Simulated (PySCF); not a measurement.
**Four-centre ligand exchange**

Start structure (MgNH4Cl, closed shell), relaxed at PBE0-D4/def2-TZVP:

```xyz
7
angstrom
Mg -0.2932 0.4615 -0.6374
N 1.3194 -0.4647 -0.3726
Cl -2.0257 1.6578 -1.2502
H -0.8965 -0.3805 1.4252
H -1.5440 -0.0482 1.2294
H 1.5103 -1.1575 0.3357
H 2.1436 -0.3979 -0.9507
```

The step: MgNH₂Cl ([NH2][Mg][Cl]) + H₂ → MgHCl ([MgH][Cl]) + NH₃ (still joined by a long Mg–N bond); bonds formed: Mg1–H5, N2–H4; bonds broken: H4–H5; bonds weakened to dative contacts: Mg1–N2. PySCF 2.14 with density fitting (its default auxiliary sets; JK sets also for MP2 and CCSD(T)); basis: def2-TZVPP and def2-QZVPP; cores frozen in the correlated methods. The outer core shell of Li, Na, Mg and K is correlated. The def2 sets are not built for correlating such inner shells, so the correlated values are less sure here. Extrapolation: Hartree–Fock as exp(−7.88 √X), correlation as X^−2.97. Energies below are by CCSD(T) at an estimated basis limit (MP2 extrapolated from triple and quadruple zeta, plus CCSD(T) − MP2 in triple zeta).

(1) What are the electronic barrier and the energy of the step, from the start structure to the end structure? (Judge from chemistry; the value comes from the calculation.)

The T1 diagnostic stays at or below 0.010. The end structure is not quite a true minimum (one mode of 54i cm⁻¹).

## Answers

(1) The calculation gives: Barrier 0.666 eV; step energy -0.513 eV (downhill); reverse barrier, their difference, 1.178 eV. Barrier and step energy count from the start structure, the reverse barrier from the end structure.

The saddle point: One imaginary mode of 1051i cm⁻¹.
```
  pair  start (Å)  saddle (Å)  end (Å)
Mg1–H5       2.30        1.94     1.71
 N2–H4       2.85        1.44     1.01
Mg1–N2       1.88        1.99     2.18
 H4–H5       0.75        0.98     3.37
```

Zero-point energy (harmonic, PBE0-D4): ZPE is 1.053 eV at the start and 1.072 eV at the saddle, so the barrier goes from 0.666 to 0.686 eV.

Labels in which every atom is bracketed show which atoms are joined, not bond orders.

For scale, one of the runs: CCSD(T)/def2-TZVPP, 161 basis functions, launched by `OMP_NUM_THREADS=4 python run.py`. Hardware: 4 CPU threads of a Oxide Virtual Turin-like, shared host. Wall time 110 s; peak host memory 1.6 GiB.
